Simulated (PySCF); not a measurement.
# Functional dependence of a UV spectrum

Species: ethyl formate, C₃H₆O₂.
Atom-mapped SMILES: `[CH3:1][CH2:2][O:3][CH:4]=[O:5]` (hydrogens: H6, H7, H8 on C1; H9, H10 on C2; H11 on C4)

Geometry (PBE0-D3(BJ)/def2-SVP, Å), atoms numbered from 1 in this order:
```
atom  x, y, z in Å
C1    -1.5778    0.2416    0.3932
C2    -0.2214   -0.4028    0.2822
O3     0.7021    0.5818   -0.1890
C4     1.9770    0.2133   -0.2428
O5     2.4053   -0.8624    0.0637
H6    -2.3165   -0.4942    0.7431
H7    -1.5580    1.0778    1.1074
H8    -1.9106    0.6289   -0.5809
H9    -0.2241   -1.2512   -0.4216
H10    0.1355   -0.7931    1.2486
H11    2.5887    1.0603   -0.6190
```

Linear-response calculations in the def2-SVPD basis (PySCF; singlets by full response, triplets Tamm–Dancoff, core orbitals frozen in the response; HF means time-dependent Hartree–Fock). 'Strongest' is the level of largest summed f among the singlets computed (10 roots, of which the last may lack a degenerate partner); it can jump between rows when another state enters that window. S1 is the lowest singlet of each run and needn't be the same state throughout; f(S1) is that of one state. The structure is a single PBE0-D3(BJ)/def2-SVP conformer in the gas phase; no vibrational or solvent corrections.

```json
{"functional": "LDA", "kind": "LDA", "S1 (eV)": "5.65", "f(S1)": "0.002", "strongest (eV)": "6.97", "T1 (eV)": "5.15", "HOMO (eV)": "-6.85", "gap (eV)": "5.39", "ionisation energy, ΔSCF (eV)": "10.79"}
{"functional": "PBE", "kind": "GGA", "S1 (eV)": "5.69", "f(S1)": "0.002", "strongest (eV)": "7.13", "T1 (eV)": "5.12", "HOMO (eV)": "-6.67", "gap (eV)": "5.48", "ionisation energy, ΔSCF (eV)": "10.57"}
{"functional": "B3LYP", "kind": "global hybrid, 20% exact exchange", "S1 (eV)": "5.83", "f(S1)": "0.002", "strongest (eV)": "7.86", "T1 (eV)": "5.28", "HOMO (eV)": "-8.11", "gap (eV)": "7.76", "ionisation energy, ΔSCF (eV)": "10.86"}
{"functional": "PBE0", "kind": "global hybrid, 25% exact exchange", "S1 (eV)": "5.89", "f(S1)": "0.002", "strongest (eV)": "8.10", "T1 (eV)": "5.30", "HOMO (eV)": "-8.36", "gap (eV)": "8.33", "ionisation energy, ΔSCF (eV)": "10.81"}
{"functional": "BHandHLYP", "kind": "global hybrid, 50% exact exchange", "S1 (eV)": "6.09", "f(S1)": "0.002", "strongest (eV)": "8.48", "T1 (eV)": "5.53", "HOMO (eV)": "-10.03", "gap (eV)": "11.17", "ionisation energy, ΔSCF (eV)": "10.78"}
{"functional": "CAM-B3LYP", "kind": "range-separated hybrid", "S1 (eV)": "5.88", "f(S1)": "0.002", "strongest (eV)": "8.32", "T1 (eV)": "5.33", "HOMO (eV)": "-9.87", "gap (eV)": "11.01", "ionisation energy, ΔSCF (eV)": "11.00"}
{"functional": "wB97X-D", "kind": "range-separated hybrid", "S1 (eV)": "5.93", "f(S1)": "0.002", "strongest (eV)": "8.16", "T1 (eV)": "5.42", "HOMO (eV)": "-10.31", "gap (eV)": "12.20", "ionisation energy, ΔSCF (eV)": "10.94"}
{"functional": "LC-wPBE", "kind": "range-separated hybrid", "S1 (eV)": "5.91", "f(S1)": "0.002", "strongest (eV)": "8.35", "T1 (eV)": "5.31", "HOMO (eV)": "-11.17", "gap (eV)": "13.54", "ionisation energy, ΔSCF (eV)": "11.06"}
{"functional": "HF", "kind": "Hartree–Fock", "S1 (eV)": "6.57", "f(S1)": "0.002", "strongest (eV)": "11.35", "T1 (eV)": "6.04", "HOMO (eV)": "-12.66", "gap (eV)": "15.23", "ionisation energy, ΔSCF (eV)": "not settled"}
```

S1 runs from 5.65 eV (LDA) to 6.57 eV (HF), a spread of 0.93 eV, while the orbital gap spreads over 9.8 eV. Along PBE (0%), B3LYP (20%), PBE0 (25%), BHandHLYP (50%), HF (100%) S1 rises with the share of exact exchange. −ε(HOMO) comes closest to its own ΔSCF ionisation energy with LC-wPBE (+0.12 eV) and misses most with LDA (-3.94 eV). 'Not settled' means that the ion's SCF failed to converge or may have ended in another state than the lowest.
